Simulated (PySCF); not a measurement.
Stepwise substitution at one centre (Si F-Cl). All species are isolated molecules in the gas phase. Strings in code marks are SMILES.

Calculation: PySCF 2.14.0 with PBE0-D3(BJ)/def2-TZVP. Excitations are Tamm–Dancoff values on a coarser integration grid. The basis has no diffuse functions, so Rydberg states are missing or too high.

```
species                                       dipole moment (D)  S1 oscillator strength  S1 excitation (TDA) (eV)  HOMO–LUMO gap (eV)
--------------------------------------------  -----------------  ----------------------  ------------------------  ------------------
0 of 4 F replaced by Cl (`F[Si](F)(F)F`)                   0.00                   0.000                     11.45               13.30
2 of 4 F replaced by Cl (`[Si](Cl)(F)(Cl)F`)               0.69                   0.037                      8.50               10.04
3 of 4 F replaced by Cl (`F[Si](Cl)(Cl)Cl`)                0.55                   0.000                      7.86                9.37
4 of 4 F replaced by Cl (`Cl[Si](Cl)(Cl)Cl`)               0.00                   0.000                      7.54                8.98
```
